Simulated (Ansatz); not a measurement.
A calculation with Ansatz (development build ahead of 0.2.0).

```yaml
crystal:
  periodic: [false, false, false]
  atoms:
    - { symbol: C, position_ang: [0.01445, -0.04707, -1.24763] }
    - { symbol: C, position_ang: [0.0238, -0.02076, 0.25323] }
    - { symbol: C, position_ang: [-0.02674, 0.01196, 1.38473] }
    - { symbol: H, position_ang: [0.02442, -0.9857, -1.64701] }
    - { symbol: H, position_ang: [-0.84635, 0.49656, -1.65222] }
    - { symbol: H, position_ang: [0.86093, 0.54493, -1.60839] }
    - { symbol: H, position_ang: [0.01148, -0.04851, 2.49545] }
basis:
  gaussian: { orbitals: STO-3G }
hamiltonian:
  xc: hf
correlation:
  method: mp2
  frozen_orbitals: { C: 1, H: 0 }
```

The input is written out in the form of the current development build from the run's settings.

The run gave:

```
Converged                       : yes
Reference energy                : -114.43533 hartree
Correlation energy              : -0.18304 hartree
Total energy                    : -114.61837 hartree
Spin squared of the determinant : 0.000
```
